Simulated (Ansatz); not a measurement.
**BH₃Cl (doublet): from Hartree-Fock to the top rungs at distance B1–H4 along a hydrogen transfer = 1.299 Å, cc-pVDZ**

Aim: climb from Hartree-Fock through coupled cluster and multireference methods for BH₃Cl (doublet) at one geometry and basis, and see what each rung misses.

Method: cc-pVDZ, core rule «outside noble gas», up to 6 orbitals frozen; program: Ansatz 0.2.0, Gaussian basis.

The runs, in order: UHF; CCSD(T) on ROHF; CCSD(T) on UHF; BCCD(T) on ROHF; CISD; CCSDT(Q) on ROHF; CCSDT(Q) on UHF; CASSCF and MRCISD+Q, 3 electrons in 3 orbitals; CASSCF and NEVPT2, 3 electrons in 3 orbitals; CASSCF and NEVPT2, 13 electrons in 11 orbitals.

7 further runs of the same task are left out: 1 for a known fault of the program, 6 that didn't finish.

### 1 What is computed

The geometry derives from fragments relaxed apart (PBE0/def2-TZVP) and kept rigid, so it is no stationary point. A hydrogen atom is moved between rigid fragments.

5 atoms, charge 0, spin multiplicity 2.

Atoms are counted from 1 here; the program's logs count them from 0.

Bond lengths: B1–H2 1.193 Å, B1–H3 1.193 Å, B1–H4 1.299 Å. Angles: H2–B1–H3 120.0°, H2–B1–H4 120.0°, H3–B1–H4 120.0°.

Coordinates:

```
B    -2.3629    0.0000    0.0000
H    -2.9597    1.0336    0.0000
H    -2.9597   -1.0336    0.0000
H    -1.0639    0.0000    0.0000
Cl    0.9191    0.0000    0.0000
```

### 2 UHF

in.yaml

```yaml
crystal:
  periodic: [false, false, false]
  atoms:
    - {symbol: B, position_ang: [-2.362919, 0.000000, 0.000000]}
    - {symbol: H, position_ang: [-2.959652, 1.033571, 0.000000]}
    - {symbol: H, position_ang: [-2.959652, -1.033571, 0.000000]}
    - {symbol: H, position_ang: [-1.063919, 0.000000, 0.000000]}
    - {symbol: Cl, position_ang: [0.919081, 0.000000, 0.000000]}
basis:
  gaussian: {orbitals: cc-pVDZ}
magnetization: {spin_polarized: true, initial_magnetization: 1}
hamiltonian: {xc: hf}
output: {orbitals: {seedname: orbitals}}
```

Command:

```console
ansatz run in.yaml --threads 1 --pin off --events-out ev --progress --plain --max-ram 2393MiB
```

The runs that follow: CCSD(T) on ROHF; CCSD(T) on UHF; BCCD(T) on ROHF; CISD; CCSDT(Q) on ROHF; CCSDT(Q) on UHF; CASSCF and MRCISD+Q, 3 electrons in 3 orbitals; CASSCF and NEVPT2, 3 electrons in 3 orbitals; CASSCF and NEVPT2, 13 electrons in 11 orbitals.

Before running them: what should the planned runs give, taken together? Wanted: UCCSDT(Q) below the RHF energy; RMP2 from UCCSDT(Q); UMP2 from UCCSDT(Q); RCCSD from UCCSDT(Q); RCCSD(T) from UCCSDT(Q); UCCSD(T) from UCCSDT(Q); RCCSDT(Q) from UCCSDT(Q); NEVPT2 pair from UCCSDT(Q); MRCISD+Q pair from UCCSDT(Q).

As calculated:

| quantity | value |
| --- | --- |
| UCCSDT(Q) below the RHF energy | -7.0632 eV |
| RMP2 from UCCSDT(Q) | +27.88 kcal/mol |
| UMP2 from UCCSDT(Q) | +28.23 kcal/mol |
| RCCSD from UCCSDT(Q) | +2.88 kcal/mol |
| RCCSD(T) from UCCSDT(Q) | +0.59 kcal/mol |
| UCCSD(T) from UCCSDT(Q) | +0.58 kcal/mol |
| RCCSDT(Q) from UCCSDT(Q) | +0.01 kcal/mol |
| NEVPT2 pair from UCCSDT(Q) | +27.55 kcal/mol |
| MRCISD+Q pair from UCCSDT(Q) | +0.78 kcal/mol |
| NEVPT2 valence from UCCSDT(Q) | +32.91 kcal/mol |
| levels within 1 kcal/mol (43 meV) | RCCSD(T), UCCSD(T), BCCD(T), RCCSDT, UCCSDT, RCCSDT(Q), MRCISD+Q pair |
| T1 diagnostic | 0.017 |
| effectively unpaired electrons | 1.01 |

**Reading.** RCCSD(T) misses by +0.59 kcal/mol, 0.4 % of the correlation energy. One determinant dominates. Of the multireference levels listed MRCISD+Q pair comes nearest in total energy (+0.78 kcal/mol), which doesn't show that its space is the better one. These misses are within one basis, not against nature; the frozen cores of restricted and unrestricted runs differ, which can shift their rows.
